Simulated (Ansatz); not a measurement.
We consider rock-salt NaF, described by PBE0 (PAW; Ansatz, a quantum-chemistry and plane-wave program).

Total energies, extrapolated to zero smearing (they compare only within this program, potentials and cutoff; free atoms with spin allowed, lowest state found):

```csv
system,energy (eV/atom)
"rock-salt NaF, relaxed",-1148.8453
free Na atom,-1485.6423
free F atom,-804.5847
```

**Question.** Work out the cohesive energy per atom.

**Answer.** E_coh = [1 × (-1485.6423) + 1 × (-804.5847)]/2 − (-1148.8453) = 3.73 eV/atom. The reference value is 3.97 eV/atom (measured, static lattice: zero-point vibration energy added; as tabulated in Mejia-Rodriguez and Trickey (2018), arXiv:1807.09216), a difference of -0.24 eV/atom.

The PAW data were made under PBE.
